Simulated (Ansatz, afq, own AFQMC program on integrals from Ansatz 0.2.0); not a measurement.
# Atomization energy of CHSi, quartet

```yaml
atoms:
  - { symbol: Si, position_ang: [0.0000, -0.0832, 0.5272] }
  - { symbol: C, position_ang: [0.0000, 0.0762, -1.3058] }
  - { symbol: H, position_ang: [0.0000, 1.4109, 0.8685] }
```

Connectivity, by distances: SiH–C.

Atoms in their ground-state spins without spin–orbit coupling (mostly on UHF) minus the molecule (UHF), without zero-point energy. The geometry is a stationary point, not shown to be a minimum.

Basis cc-pVDZ. Only valence electrons are correlated. Ansatz 0.2.0 and our own AFQMC program on the same integrals; the CISD trial comes from CCSD amplitudes, and released means the phaseless constraint is let go. Free projection: walkers drawn from exp(T), propagated without any constraint. Its projection time is finite, and what remains of the start isn't in its error. ± is one standard error of the sampling. The errors of all members are added in quadrature.

No full CI on the walks' own integrals is used here; CCSDTQ serves as the reference and is uncertain by about the last step of the cluster series. Each member takes its own surest rung, up to full CI.

Errors are counted within cc-pVDZ, not against nature.

Cautions: CHSi (quartet): another spin lies lower, an unrestricted solution with more broken spin lies lower, raised T1 diagnostic (T1 0.048, weight of the determinant 0.84, largest double 0.09), the ph-AFQMC/CISD walk drifts between its halves (2.5 errors), released walk and highest rung disagree (by 12 meV at 2.40 1/Eh), its ph-AFQMC/CISD value lies 28 ± 3 meV above CCSDTQ.

```tsv
level	atomization energy (eV)
CCSD	5.375
MP2	5.382
```

**Question.** From these cheaper values, estimate the atomization energy at the reference level in cc-pVDZ.

**Answer.** 5.537 eV (CCSDTQ in cc-pVDZ).

```csv
level,atomization energy (eV),error against CCSDTQ (eV)
HF,4.249,-1.288
CCSD(T),5.491,-0.046
CCSDT,5.526,-0.011
CCSDT(Q),5.537,0.000
ph-AFQMC/HF,5.678 ± 0.026,0.141 ± 0.026
ph-AFQMC/CISD,5.516 ± 0.003,-0.020 ± 0.003
released AFQMC,5.526 ± 0.004,-0.011 ± 0.004
free AFQMC,5.531 ± 0.005,-0.006 ± 0.005
```

Correlation beyond CCSD(T) adds 0.046 eV. The perturbative (T) step is worth +0.116 eV.

CCSDT and higher add their correlation energy to the determinant of the CCSD(T) run, since their own runs factorise the integrals more tightly (a shift of under 2 meV). Free projections are given only where their last times agree within the noise and don't stop above the reference; a slow remainder of the start can still hide under it. A walk keeps the symmetry of its determinant, which the program's search chose and which needn't be the lowest solution, so a lower state of the same spin and another symmetry isn't excluded. Released energies are given only where the last usable release times agree within the noise; a slower fall can still hide under it.
